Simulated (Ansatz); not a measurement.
# SiH₂ (singlet): the correlation ladder, cc-pV(Q+d)Z

How much of the correlation energy of SiH₂ (singlet) does each wave-function method recover here?

Computed with Ansatz 0.2.0, Gaussian basis. Level: cc-pV(Q+d)Z, core rule «outside noble gas», up to 5 orbitals frozen.

Plan: UHF; CCSD(T) on RHF; CCSD(T) on UHF; BCCD(T) on RHF; CCSDT(Q) on RHF; CCSDT(Q) on UHF; CASSCF and MRCISD+Q, 6 electrons in 6 orbitals; CASSCF and NEVPT2, 6 electrons in 6 orbitals.

10 further runs of the same task are left out: 10 set aside as unsound or not needed.

**1. What is computed**

The geometry is an MP2(full)/6-31G* stationary point (not a proven minimum).

3 atoms, charge 0, spin multiplicity 1.

Atoms are counted from 1 here; the program's logs count them from 0.

Bond lengths: Si1–H2 1.519 Å, Si1–H3 1.519 Å. Angles: H2–Si1–H3 92.5°.

**2. UHF**

Input file in.yaml:

```yaml
crystal:
  periodic: [false, false, false]
  atoms:
    - {symbol: Si, position_ang: [0.000000, 0.000000, 0.070330]}
    - {symbol: H, position_ang: [0.000000, 1.096938, -0.979847]}
    - {symbol: H, position_ang: [0.000000, -1.096938, -0.979847]}
basis:
  gaussian: {orbitals: "cc-pV(Q+d)Z.json"}
magnetization: {spin_polarized: true, initial_magnetization: 0}
hamiltonian: {xc: hf}
output: {orbitals: {seedname: orbitals}}
```

The run is started by

```bash
$ ansatz run in.yaml --threads 1 --pin off --events-out ev --progress --plain --max-ram 3956MiB --backend cpu
```

Further steps of the session: CCSD(T) on RHF; CCSD(T) on UHF; BCCD(T) on RHF; CCSDT(Q) on RHF; CCSDT(Q) on UHF; CASSCF and MRCISD+Q, 6 electrons in 6 orbitals; CASSCF and NEVPT2, 6 electrons in 6 orbitals.

**Question.** What will the summary of the whole plan be? Wanted: RCCSDT(Q) below the RHF energy; RMP2 from RCCSDT(Q); UMP2 from RCCSDT(Q); RCCSD from RCCSDT(Q); RCCSD(T) from RCCSDT(Q); UCCSD(T) from RCCSDT(Q); UCCSDT(Q) from RCCSDT(Q); NEVPT2 valence from RCCSDT(Q); MRCISD+Q valence from RCCSDT(Q).

As calculated:

| quantity | value |
| --- | --- |
| RCCSDT(Q) below the RHF energy | -4.0042 eV |
| RMP2 from RCCSDT(Q) | +19.08 kcal/mol |
| UMP2 from RCCSDT(Q) | +23.60 kcal/mol |
| RCCSD from RCCSDT(Q) | +3.19 kcal/mol |
| RCCSD(T) from RCCSDT(Q) | +0.58 kcal/mol |
| UCCSD(T) from RCCSDT(Q) | +0.79 kcal/mol |
| UCCSDT(Q) from RCCSDT(Q) | +0.02 kcal/mol |
| NEVPT2 valence from RCCSDT(Q) | +18.09 kcal/mol |
| MRCISD+Q valence from RCCSDT(Q) | +0.79 kcal/mol |
| levels within 1 kcal/mol (43 meV) | RCCSD(T), UCCSD(T), BCCD(T), RCCSDT, UCCSDT, UCCSDT(Q), MRCISD+Q valence |
| T1 diagnostic | 0.014 |
| effectively unpaired electrons | 0.08 |

What this shows: RCCSD(T) lands +0.58 kcal/mol from the yardstick (0.6 % of the correlation energy). One determinant dominates. Of the multireference levels listed MRCISD+Q valence comes nearest in total energy (+0.79 kcal/mol), which doesn't show that its space is the better one. These misses are within one basis, not against nature.
